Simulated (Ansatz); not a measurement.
A calculation on bcc Fe returned lattice constant a 2.852 Å, magnetic moment 2.21 μB.

For reference: lattice constant a 2.853 Å (measured, static lattice: zero-point anharmonic expansion removed; as tabulated in Mejia-Rodriguez and Trickey (2018), arXiv:1807.09216).

Task: Which level of theory produced these numbers?
A) r²SCAN (Ansatz (a first-principles code))
B) LDA (Ansatz)
C) revPBE (Ansatz)
D) r²SCAN-D4 (Ansatz)

Result: C, revPBE (Ansatz)

The others give: r²SCAN 2.866 Å, 2.65 μB; r²SCAN-D4 2.859 Å, 2.64 μB; LDA 2.750 Å, 1.99 μB.

Unless a cell is named, each level is at its own relaxed cell (LDA 10.40, r²SCAN 11.77, r²SCAN-D4 11.69, revPBE 11.60 Å³/atom).

Spin-polarised runs: r²SCAN (parallel moments), r²SCAN-D4 (parallel moments), LDA (parallel moments), revPBE (parallel moments).

Ansatz's density-functional and Hartree–Fock values are scalar-relativistic unless marked +SOC, with PAW data made under PBE.
